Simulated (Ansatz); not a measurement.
CH5AlSi, SMILES `[CH2]1[AlH][SiH2]1`. The species carries charge 0 and has multiplicity 1. The geometry is a stationary point of PBE0-D4/def2-TZVP.

```xyz
8

C    -0.299    0.706   -0.504
Al    1.380   -0.288   -0.506
Si   -0.469   -0.638    0.862
H    -0.143    1.699   -0.062
H    -1.056    0.781   -1.283
H     2.777   -0.372   -1.242
H    -1.428   -1.715    0.489
H    -0.762   -0.172    2.246
```

Task: What is the dipole moment at ωB97M-V/def2-TZVPP? (Estimate.)

Result: Ansatz gave: 1.07 D, with components (0.78, 0.35, -0.64) D in this frame, pointing from negative to positive charge.

Task: And with PBE, r2SCAN, B3LYP? (Estimate.)

Result: Computed: PBE 1.01 D, r2SCAN 1.05 D, B3LYP 1.01 D.

Task: Give the Mulliken charges with ωB97M-V, r2SCAN, B3LYP in def2-TZVPP. (Best estimate.)

Result: Computed: 
```
atom  ωB97M-V  r2SCAN  B3LYP
  C1    -0.46   -0.42  -0.40
 Al2     0.29    0.38   0.31
 Si3     0.08    0.13   0.13
  H4     0.11    0.09   0.09
  H5     0.11    0.09   0.10
  H6    -0.07   -0.12  -0.09
  H7    -0.03   -0.08  -0.07
  H8    -0.03   -0.08  -0.07
```

B3LYP here is the variant with VWN-RPA as its local correlation; programs differ in this.
